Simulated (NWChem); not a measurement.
All runs are NWChem calculations. System: dimethylamine (C2H7N), charge 0, spin multiplicity 1, at a geometry optimised with PBE0/def2-SVP. Level: M06-2X/def2-TZVP.

The NWChem input:

```
start mol
memory heap 200 mb stack 900 mb global 1100 mb
geometry units angstroms nocenter noautoz
  C     -0.216736     0.018376    -1.207261
  N      0.551446    -0.140009     0.000000
  C     -0.216736     0.018376     1.207261
  H     -0.762440     0.986117    -1.288612
  H     -0.973296    -0.781514    -1.278617
  H      0.436073    -0.075382    -2.088620
  H      1.340029     0.501099     0.000000
  H     -0.762440     0.986117     1.288612
  H      0.436073    -0.075382     2.088620
  H     -0.973296    -0.781514     1.278617
  symmetry group Cs
end
basis spherical
  * library def2-tzvp
end
dft
  xc m06-2x
  semidirect memsize 60000000 filesize 0
  iterations 100
  grid fine
end
task dft energy
```

Part of the output:

```
             Northwest Computational Chemistry Package (NWChem) 7.3.0
             --------------------------------------------------------

                                NWChem Input Module
                                -------------------

 Scaling coordinates for geometry "geometry" by  1.889725989
 (inverse scale =  0.529177249)

 Turning off AUTOSYM since
 SYMMETRY directive was detected!

                             Geometry "geometry" -> ""
                             -------------------------

 Output coordinates in angstroms (scale by  1.889725989 to convert to a.u.)

  No.       Tag          Charge          X              Y              Z
 ---- ---------------- ---------- -------------- -------------- --------------
    1 C                    6.0000    -0.21673600     0.01837600    -1.20726100
    2 N                    7.0000     0.55144600    -0.14000900     0.00000000
    3 C                    6.0000    -0.21673600     0.01837600     1.20726100
    4 H                    1.0000    -0.76244000     0.98611700    -1.28861200
    5 H                    1.0000    -0.97329600    -0.78151400    -1.27861700
    6 H                    1.0000     0.43607300    -0.07538200    -2.08862000
    7 H                    1.0000     1.34002900     0.50109900     0.00000000
    8 H                    1.0000    -0.76244000     0.98611700     1.28861200
    9 H                    1.0000     0.43607300    -0.07538200     2.08862000
   10 H                    1.0000    -0.97329600    -0.78151400     1.27861700

 Effective nuclear repulsion energy (a.u.)      84.2929080680

            Nuclear Dipole moment (a.u.)
            ----------------------------
        X                 Y               Z
 ---------------- ---------------- ----------------
    -0.0000132281    -0.0000188973     0.0000000000

      Symmetry information
      --------------------

 Group name             Cs
 Group number              2
 Group order               2
 No. of unique centers     6

      Symmetry unique atoms

     1    2    4    5    6    7


 Summary of "ao basis" -> "" (spherical)
 ------------------------------------------------------------------------------
       Tag                 Description            Shells   Functions and Types
 ---------------- ------------------------------  ------  ---------------------
 *                         def2-tzvp                  on all atoms

                                 NWChem DFT Module
                                 -----------------

 Summary of "ao basis" -> "ao basis" (spherical)
 ------------------------------------------------------------------------------
       Tag                 Description            Shells   Functions and Types
 ---------------- ------------------------------  ------  ---------------------
 C                         def2-tzvp                11       31   5s3p2d1f
 N                         def2-tzvp                11       31   5s3p2d1f
 H                         def2-tzvp                 4        6   3s1p

 Summary of "ao basis" -> "ao basis" (spherical)
 ------------------------------------------------------------------------------
       Tag                 Description            Shells   Functions and Types
 ---------------- ------------------------------  ------  ---------------------
 C                         def2-tzvp                11       31   5s3p2d1f
 N                         def2-tzvp                11       31   5s3p2d1f
 H                         def2-tzvp                 4        6   3s1p
[...]
 d= 0,ls=0.0,diis     5   -135.1407996769 -2.07D-05  4.48D-05  2.12D-05    19.3
 Grid integrated density:      26.000003693537
 Requested integration accuracy:   0.10E-06
  Resetting Diis
 d= 0,ls=0.0,diis     6   -135.1408024052 -2.73D-06  9.01D-06  1.94D-06    22.1
 Grid integrated density:      26.000003693550
 Requested integration accuracy:   0.10E-06
 d= 0,ls=0.0,diis     7   -135.1408026670 -2.62D-07  3.89D-06  9.79D-08    24.8

         Total DFT energy =     -135.140802667002
      One electron energy =     -347.822816722457
           Coulomb energy =      148.703101203157
    Exchange-Corr. energy =      -20.313995215697
 Nuclear repulsion energy =       84.292908067995

 Numeric. integr. density =       26.000003693550

     Total iterative time =     23.9s

                  Occupations of the irreducible representations
                  ----------------------------------------------

                     irrep           alpha         beta
                     --------     --------     --------
                     a'                8.0          8.0
                     a"                5.0          5.0

                       DFT Final Molecular Orbital Analysis
                       ------------------------------------

 Vector   11  Occ=2.000000D+00  E=-4.234643D-01  Symmetry=a'
              MO Center= -4.9D-02, -1.5D-01, -3.1D-14, r^2= 2.9D+00
   Bfn.  Coefficient  Atom+Function         Bfn.  Coefficient  Atom+Function
  ----- ------------  ---------------      ----- ------------  ---------------
    37     -0.199304   2 N  px                6      0.191575   1 C  px
    68      0.191575   3 C  px              113     -0.164518   7 H  s
    40     -0.159501   2 N  px                9      0.149730   1 C  px
    71      0.149730   3 C  px              101     -0.145996   5 H  s
   131     -0.145996  10 H  s               112     -0.111597   7 H  s

 Vector   12  Occ=2.000000D+00  E=-4.215652D-01  Symmetry=a"
              MO Center=  5.4D-02,  9.1D-03,  2.8D-14, r^2= 3.4D+00
   Bfn.  Coefficient  Atom+Function         Bfn.  Coefficient  Atom+Function
  ----- ------------  ---------------      ----- ------------  ---------------
     8      0.213529   1 C  pz               70      0.213529   3 C  pz
   107     -0.184881   6 H  s               125      0.184881   9 H  s
    11      0.169663   1 C  pz               73      0.169663   3 C  pz
    39     -0.161893   2 N  pz               42     -0.131861   2 N  pz
   106     -0.128153   6 H  s               124      0.128153   9 H  s

 Vector   13  Occ=2.000000D+00  E=-2.852952D-01  Symmetry=a'
              MO Center=  2.8D-01, -8.1D-02,  9.0D-15, r^2= 2.0D+00
   Bfn.  Coefficient  Atom+Function         Bfn.  Coefficient  Atom+Function
  ----- ------------  ---------------      ----- ------------  ---------------
    38      0.351198   2 N  py               41      0.302265   2 N  py
    44      0.288339   2 N  py               43     -0.161678   2 N  px
    96     -0.153898   4 H  s               120     -0.153898   8 H  s
    35     -0.135729   2 N  s                37     -0.130297   2 N  px
    95     -0.124261   4 H  s               119     -0.124261   8 H  s

 Vector   14  Occ=0.000000D+00  E= 6.705007D-02  Symmetry=a'
              MO Center=  5.2D-01,  5.5D-01,  8.3D-16, r^2= 6.8D+00
   Bfn.  Coefficient  Atom+Function         Bfn.  Coefficient  Atom+Function
  ----- ------------  ---------------      ----- ------------  ---------------
     5      2.473085   1 C  s                67      2.473085   3 C  s
   114     -1.340544   7 H  s               108     -1.079342   6 H  s
   126     -1.079342   9 H  s                96     -1.013430   4 H  s
   120     -1.013430   8 H  s               102     -0.949781   5 H  s
   132     -0.949781  10 H  s                36      0.612579   2 N  s

 Vector   15  Occ=0.000000D+00  E= 1.047176D-01  Symmetry=a'
              MO Center= -1.5D-01,  6.6D-02, -1.2D-12, r^2= 7.7D+00
   Bfn.  Coefficient  Atom+Function         Bfn.  Coefficient  Atom+Function
  ----- ------------  ---------------      ----- ------------  ---------------
     5      2.480267   1 C  s                67      2.480267   3 C  s
    36     -2.457214   2 N  s               114      1.441249   7 H  s
   102     -1.390837   5 H  s               132     -1.390837  10 H  s
    96     -1.065830   4 H  s               120     -1.065830   8 H  s
    44     -0.475979   2 N  py              108     -0.366091   6 H  s

 Vector   16  Occ=0.000000D+00  E= 1.161189D-01  Symmetry=a"
              MO Center= -3.9D-01,  7.5D-02,  1.1D-12, r^2= 9.5D+00
   Bfn.  Coefficient  Atom+Function         Bfn.  Coefficient  Atom+Function
  ----- ------------  ---------------      ----- ------------  ---------------
     5      4.538906   1 C  s                67     -4.538906   3 C  s
   102     -1.657911   5 H  s               132      1.657911  10 H  s
    96     -1.518920   4 H  s               108     -1.512785   6 H  s
   120      1.518920   8 H  s               126      1.512785   9 H  s
    45      0.782549   2 N  pz                4     -0.243121   1 C  s

 center of mass
 --------------
 x =   0.05247205 y =  -0.03162475 z =   0.00000000

 moments of inertia (a.u.)
 ------------------
         193.338964752986           1.884055727613          -0.000000000000
           1.884055727613         217.977193616536           0.000000000000
          -0.000000000000           0.000000000000          51.247359128613

     Multipole analysis of the density
     ---------------------------------

     L   x y z        total         alpha         beta         nuclear
     -   - - -        -----         -----         ----         -------
     0   0 0 0      0.000000    -13.000000    -13.000000     26.000000

     1   1 0 0     -0.033219     -0.016603     -0.016603     -0.000013
     1   0 1 0      0.373238      0.186629      0.186629     -0.000019
     1   0 0 1     -0.000000     -0.000000     -0.000000      0.000000

     2   2 0 0    -15.318218    -21.810486    -21.810486     28.302754
     2   1 1 0      1.506564      0.690651      0.690651      0.125263
     2   1 0 1      0.000000      0.000000      0.000000      0.000000
     2   0 2 0    -16.335072    -14.542094    -14.542094     12.749116
     2   0 1 1      0.000000      0.000000      0.000000      0.000000
     2   0 0 2    -14.824042    -65.986727    -65.986727    117.149412

 Task  times  cpu:       24.9s     wall:       24.9s

 Total times  cpu:       25.0s     wall:       25.0s
```
